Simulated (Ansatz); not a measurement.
Z-matrix (Å, degrees):
```
C
C 1 1.549
C 1 1.588 2 50.9
N 1 1.750 2 93.4 3 -4.9
H 1 1.084 2 114.8 3 -107.4
H 1 1.084 2 118.4 3 103.2
H 2 1.079 1 122.4 3 -116.7
```

The species carries charge 0 and has multiplicity 1. The bonds changed during the relaxation, so this is another structure than the one it started from.

Task: List the CAM-B3LYP/def2-TZVPP orbital energies in eV (the Gaussian-basis code of Ansatz). (An estimate is asked.)

Result: Computed: Occupied: -392.79, -281.76, -281.56, -279.48, -30.08, -24.14, -20.10, -16.57, -15.61, -13.79, -13.10, -12.04, -11.45, -7.88. Lowest empty: 0.40, 1.49, 1.85, 2.20, 3.17, 3.61, 4.60, 5.56.
